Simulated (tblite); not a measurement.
C5H12N (charge +1).
Z-matrix (Å and degrees, GFN2-xTB geometry), rows numbered from 1:
```
C 
N   1  1.4753
C   2  1.4980  1  114.14
C   3  1.5051  2  109.86  1  -176.40
C   4  1.5053  3  118.39  2    73.99
C   5  1.4940  4   60.12  3   109.13
H   1  1.0880  2  110.56  3   179.95
H   1  1.0881  2  109.89  3    59.77
H   1  1.0882  2  109.91  3   -59.84
H   2  1.0292  1  110.02  3  -120.84
H   2  1.0278  1  109.63  3   121.89
H   3  1.0918  2  108.27  1    61.64
H   3  1.0917  2  107.91  1   -55.92
H   4  1.0825  3  114.38  2   -71.41
H   5  1.0779  4  118.39  6   108.35
H   5  1.0803  4  118.63  6  -107.33
H   6  1.0784  4  118.16  5   108.57
H   6  1.0773  4  117.77  5  -108.87
```

Structure optimised with GFN2-xTB, isolated species.

Masses are those of the commonest isotopes; rigid-rotor values at the optimised geometry. The values belong to one conformer with, in the numbering `[CH3:1][NH2+:2][CH2:3][CH:4]1[CH2:5][CH2:6]1`, C1–N2–C3–C4 -176°, N2–C3–C4–C5 74°.

(1) What are A, B and C (MHz)?

(2) What kind of rotor is it?

(3) What does the inertial defect say?

(4) Give the other two planar moments, Paa and Pbb, and the rms extents of the mass along the axes.

(5) Give the coordinates in the principal-axis frame, origin at the centre of mass.

## Answers

(1) Ia = 49.97, Ib = 296.10, Ic = 311.95 u·Å²; 505379 MHz·u·Å²/I gives A = 10114, B = 1707, C = 1620 MHz.

(2) A near-prolate asymmetric top; Ray's κ = -0.980.

(3) Not planar: Δ = Ic − Ia − Ib = -34.12 u·Å². For a rigid frame Δ = −2 Σ m c², so Σ m c² = 17.06 u·Å² lies off the ab plane: 10.47 from hydrogen and 6.59 from heavier atoms. The atom farthest from that plane is 1.60 Å away.

(4) Paa = Σ m a² = (Ib + Ic − Ia)/2 = 279.04 and Pbb = Σ m b² = (Ia + Ic − Ib)/2 = 32.91 u·Å². With the mass M = 86.10 u, the rms extents √(P/M) along a, b and c are 1.80, 0.62, 0.45 Å.

(5) The sense of each axis is arbitrary; atoms in the order of the calculation.
```tsv
atom	mass (u)	a (Å)	b (Å)	c (Å)
C1	12.000	2.723	-0.008	0.285
N2	14.003	1.400	-0.339	-0.279
C3	12.000	0.335	0.669	0.026
C4	12.000	-0.987	0.195	-0.516
C5	12.000	-1.697	-0.921	0.202
C6	12.000	-2.242	0.468	0.264
H7	1.008	3.450	-0.776	0.029
H8	1.008	2.655	0.066	1.368
H9	1.008	3.066	0.946	-0.110
H10	1.008	1.079	-1.247	0.084
H11	1.008	1.474	-0.435	-1.300
H12	1.008	0.629	1.623	-0.415
H13	1.008	0.283	0.784	1.110
H14	1.008	-1.065	0.227	-1.595
H15	1.008	-2.224	-1.655	-0.386
H16	1.008	-1.250	-1.327	1.098
H17	1.008	-2.157	1.014	1.190
H18	1.008	-3.138	0.697	-0.290
```

Its GFN2-xTB frequencies are all real (lowest 73 cm⁻¹). Zero-point vibration and centrifugal distortion are left out.

These are computed values.
